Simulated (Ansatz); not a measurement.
Reaction (SMILES): FCF → F[CH]F + H atom
B3LYP-D3(BJ)/def2-TZVP geometries, fixed; electronic energies without zero-point terms.

Basis-set convergence of the bond dissociation energy at wB97M-V with Ansatz (a first-principles code). Cartesian d functions, on some or all atoms, in 6-31G*, 6-31+G*; all else is spherical. The program fits the integrals of some runs and decomposes those of others, by size. Open shells are unrestricted. The functional holds VV10 correlation; no added dispersion term, no relativity. Functions are those of the species that has most. Reference: the value in aug-pcseg-3, 107.95 kcal/mol, itself unsure by roughly 0.02 kcal/mol (its mean distance from aug-cc-pVQZ, cc-pV5Z, def2-QZVPPD). Deviations are taken from unrounded values.

```json
[
 {"basis": "6-31G*", "functions": "49", "bond dissociation energy (kcal/mol)": "108.55"},
 {"basis": "6-31+G*", "functions": "61", "bond dissociation energy (kcal/mol)": "110.07"},
 {"basis": "cc-pVDZ", "functions": "52", "bond dissociation energy (kcal/mol)": "107.33"},
 {"basis": "aug-cc-pVDZ", "functions": "87", "bond dissociation energy (kcal/mol)": "108.42"},
 {"basis": "def2-SVP", "functions": "52", "bond dissociation energy (kcal/mol)": "107.44"},
 {"basis": "def2-SVPD", "functions": "82", "bond dissociation energy (kcal/mol)": "109.33"},
 {"basis": "pcseg-1", "functions": "52", "bond dissociation energy (kcal/mol)": "107.76"},
 {"basis": "aug-pcseg-1", "functions": "87", "bond dissociation energy (kcal/mol)": "108.62"},
 {"basis": "6-311G**", "functions": "66", "bond dissociation energy (kcal/mol)": "107.88"},
 {"basis": "6-311+G**", "functions": "78", "bond dissociation energy (kcal/mol)": "108.51"},
 {"basis": "def2-TZVP", "functions": "105", "bond dissociation energy (kcal/mol)": "107.73"},
 {"basis": "def2-TZVPD", "functions": "135", "bond dissociation energy (kcal/mol)": "107.84"},
 {"basis": "cc-pVTZ", "functions": "118", "bond dissociation energy (kcal/mol)": "107.93"},
 {"basis": "aug-cc-pVTZ", "functions": "184", "bond dissociation energy (kcal/mol)": "108.06"},
 {"basis": "pcseg-2", "functions": "118", "bond dissociation energy (kcal/mol)": "108.11"},
 {"basis": "aug-pcseg-2", "functions": "184", "bond dissociation energy (kcal/mol)": "108.06"},
 {"basis": "def2-TZVPP", "functions": "121", "bond dissociation energy (kcal/mol)": "108.04"},
 {"basis": "def2-TZVPPD", "functions": "151", "bond dissociation energy (kcal/mol)": "108.16"},
 {"basis": "cc-pVQZ", "functions": "225", "bond dissociation energy (kcal/mol)": "108.09"},
 {"basis": "aug-cc-pVQZ", "functions": "332", "bond dissociation energy (kcal/mol)": "107.97"},
 {"basis": "def2-QZVPP", "functions": "231", "bond dissociation energy (kcal/mol)": "108.02"},
 {"basis": "def2-QZVPPD", "functions": "261", "bond dissociation energy (kcal/mol)": "107.96"},
 {"basis": "pcseg-3", "functions": "246", "bond dissociation energy (kcal/mol)": "107.99"},
 {"basis": "aug-pcseg-3", "functions": "353", "bond dissociation energy (kcal/mol)": "107.95"}
]
```

What the diffuse functions change, pair by pair:
- 6-31G* to 6-31+G*: 12 more functions, deviation 0.59 to 2.12 kcal/mol
- cc-pVDZ to aug-cc-pVDZ: 35 more functions, deviation -0.62 to 0.47 kcal/mol
- def2-SVP to def2-SVPD: 30 more functions, deviation -0.51 to 1.38 kcal/mol
- pcseg-1 to aug-pcseg-1: 35 more functions, deviation -0.20 to 0.66 kcal/mol
- 6-311G** to 6-311+G**: 12 more functions, deviation -0.08 to 0.55 kcal/mol
- def2-TZVP to def2-TZVPD: 30 more functions, deviation -0.22 to -0.11 kcal/mol
- cc-pVTZ to aug-cc-pVTZ: 66 more functions, deviation -0.02 to 0.10 kcal/mol
- pcseg-2 to aug-pcseg-2: 66 more functions, deviation 0.15 to 0.11 kcal/mol
- def2-TZVPP to def2-TZVPPD: 30 more functions, deviation 0.09 to 0.20 kcal/mol
- cc-pVQZ to aug-cc-pVQZ: 107 more functions, deviation 0.13 to 0.01 kcal/mol
- def2-QZVPP to def2-QZVPPD: 30 more functions, deviation 0.07 to 0.00 kcal/mol
- pcseg-3 to aug-pcseg-3: 107 more functions, deviation 0.03 to 0.00 kcal/mol

Leaving out the reference's own pair, they bring the value nearer the reference by more than 0.02 kcal/mol in 5 of 11 pairs.
